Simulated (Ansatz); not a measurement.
Here is an Ansatz input file for NP. Write the same calculation for the Python package.

```yaml
crystal:
  periodic: [false, false, false]
  atoms:
    - { symbol: P, position_ang: [0.0, 0.0, 0.0] }
    - { symbol: "N", position_ang: [0.0, 0.0, 1.72] }
basis:
  gaussian:
    orbitals: cc-pVDZ
correlation:
  method: sc_nevpt2
  active_space:
    window:
      electrons: 6
      orbitals: 7
```

The script, `cas_np.py`:
```python
# -*- coding: utf-8 -*-
"""Active-space calculation on NP."""

import warnings

import ansatz as az

BASIS = "cc-pVDZ"

GEOMETRY = """
P     0.00000    0.00000    0.00000
N     0.00000    0.00000    1.72000
"""

warnings.simplefilter("ignore", az.DeckWarning)

mol = az.Crystal.molecule()
for line in GEOMETRY.strip().splitlines():
    symbol, *xyz = line.split()
    mol = mol.atom(symbol, [float(v) for v in xyz])

calc = mol.calculation().basis(gaussian=BASIS).correlation(active_electrons=6, active_orbitals=7)
for method in ["sc_nevpt2"]:
    r = (calc if method is None else calc.correlation(method)).run(threads=1).report
    space = r["configurations"]
    state = space["states"][0]
    print(method or "casscf", f"total {r['free_energy_ev'] / 27.211386246:.6f} Ha, active-space state {state['energy']['hartree']:.6f} Ha, mean field {r['reference_energy_ev'] / 27.211386246:.6f} Ha")
    print("  determinants", state["n_determinants"], " natural occupations", [round(n, 3) for n in space["natural_occupations"]])
print("effectively unpaired electrons, sum of min(n, 2 - n):", round(sum(min(n, 2 - n) for n in space["natural_occupations"]), 3))
```

Running `python cas_np.py` prints:
```text
sc_nevpt2 total -395.394234 Ha, active-space state -395.247676 Ha, mean field -395.074636 Ha
  determinants 625  natural occupations [1.952, 1.85, 1.836, 0.162, 0.149, 0.048, 0.003]
effectively unpaired electrons, sum of min(n, 2 - n): 0.724
```

Total energies depend on the basis set; only differences at equal settings carry meaning. The geometry is a force-field or estimated start, not a minimum of this method, and the basis set is short of its limit. The active space starts as a window about the frontier orbitals and is then optimised, not chosen by chemistry. The spin state was assumed, and another may lie lower. Timing: 6 s on 1 thread of Intel(R) Xeon(R) Platinum 8488C (Sapphire Rapids), with other jobs on the host, peak memory 0.17 GiB.

(Lines on the test bed's own set-up are left out of the output.)
